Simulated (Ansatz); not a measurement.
`FC=C(Cl)Cl`. Charge 0, multiplicity 1. Geometry: relaxed with PBE0-D4/def2-TZVP.

```xyz
6

F    -0.017    1.790   -0.279
C    -0.446    0.536   -0.261
C     0.310   -0.454    0.194
Cl    1.887   -0.209    0.790
Cl   -0.286   -2.058    0.198
H    -1.449    0.394   -0.642
```

(1) What is the dipole moment at PBE/def2-TZVPP? (Estimate.)

(2) And with r2SCAN, B3LYP, ωB97M-V? (Estimate.)

(3) Give the Mulliken charges with PBE, r2SCAN, B3LYP in def2-TZVPP. (Estimate.)

Answers

(1) Computed: 1.00 D, with components (-0.92, -0.19, -0.34) D in this frame, pointing from negative to positive charge.

(2) The calculation gave: r2SCAN 1.07 D, B3LYP 1.10 D, ωB97M-V 1.13 D.

(3) Ansatz gave: 
```tsv
atom	PBE	r2SCAN	B3LYP
F1	-0.13	-0.17	-0.18
C2	0.05	0.10	0.09
C3	0.06	0.07	0.05
Cl4	-0.03	-0.04	-0.04
Cl5	-0.05	-0.06	-0.05
H6	0.10	0.11	0.12
```

B3LYP here is the variant with VWN-RPA as its local correlation; programs differ in this.
